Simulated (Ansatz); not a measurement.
**AlBH₃ (doublet): from Hartree-Fock to the top rungs, cc-pVTZ**

An exercise on one series of results from a longer session: the logs are not shown, and one member is left open.

Program: Ansatz 0.2.0, Gaussian basis. Level of theory: cc-pVTZ, core rule «outside noble gas», up to 6 orbitals frozen. These are calculated values, not measurements.

To be run: UHF; CCSD(T) on ROHF; CCSD(T) on UHF; BCCD(T) on ROHF; CCSDT(Q) on ROHF; CCSDT(Q) on UHF; CASSCF and NEVPT2, 9 electrons in 11 orbitals.

7 further runs of the same task are left out: 3 for a known fault of the program, 4 set aside as unsound or not needed. Runs told in other sessions of the task aren't counted.

**The geometry**

The geometry is a PBE0/def2-TZVP stationary point (not a proven minimum).

5 atoms, charge 0, spin multiplicity 2.

Atoms are counted from 1 here; the program's logs count them from 0.

Bond lengths: B1–Al2 2.037 Å, B1–H3 1.188 Å, Al2–H4 1.587 Å, Al2–H5 1.587 Å. Angles: Al2–B1–H3 180.0°, B1–Al2–H4 118.5°, B1–Al2–H5 118.5°, H4–Al2–H5 123.1°.

Coordinates:

```
B     0.0000    0.0000    1.4549
Al    0.0000    0.0000   -0.5817
H     0.0000    0.0000    2.6434
H     0.0000    1.3952   -1.3382
H     0.0000   -1.3952   -1.3382
```

The first run:

The input, in.yaml:

```yaml
crystal:
  periodic: [false, false, false]
  atoms:
    - {symbol: B, position_ang: [0.000000, 0.000000, 1.454926]}
    - {symbol: Al, position_ang: [0.000000, 0.000000, -0.581725]}
    - {symbol: H, position_ang: [0.000000, 0.000000, 2.643356]}
    - {symbol: H, position_ang: [0.000000, 1.395223, -1.338228]}
    - {symbol: H, position_ang: [0.000000, -1.395223, -1.338228]}
basis:
  gaussian: {orbitals: cc-pVTZ}
magnetization: {spin_polarized: true, initial_magnetization: 1}
hamiltonian: {xc: hf}
output: {orbitals: {seedname: orbitals}}
```

Launch:

```
$ ansatz run in.yaml --threads 1 --pin off --events-out ev --progress --plain --max-ram 2560MiB --backend cpu
```

Steps of the session up to this table: UHF; CCSD(T) on ROHF; CCSD(T) on UHF; BCCD(T) on ROHF; CCSDT(Q) on ROHF; CCSDT(Q) on UHF; CASSCF and NEVPT2, 9 electrons in 11 orbitals.

One of the session's tables, all rows but one given; the rest of the session is left out.

```
        method  from UCCSDT(Q) (kcal/mol)
          ROHF                    +125.51
           UHF                    +123.52
          RMP2                     +26.30
          UMP2                     +26.61
         RCCSD                      +4.12
         UCCSD                      +4.06
      RCCSD(T)                          ?
      UCCSD(T)                      +0.87
       BCCD(T)                      +0.85
        RCCSDT                      +0.13
        UCCSDT                      +0.12
     RCCSDT(Q)                      +0.01
     UCCSDT(Q)                          0
CASSCF valence                     +76.96
NEVPT2 valence                     +23.09
```

Estimate the missing values for RCCSD(T).

The run gave: from UCCSDT(Q) (kcal/mol): +0.86. In the column «from UCCSDT(Q) (kcal/mol)» it lies between BCCD(T) (+0.85) and UCCSD(T) (+0.87).

With the free atoms at the same levels and basis (separate runs), the atomisation energy is 11.799 eV at UCCSDT(Q), 11.787 eV at RCCSD(T), 11.786 eV at UCCSD(T), 9.810 eV at ROHF.

To keep in mind: Restricted and unrestricted rows rest on different reference determinants; a gap between their highest levels can come from leftover correlation error, from unlike frozen cores or from another state.
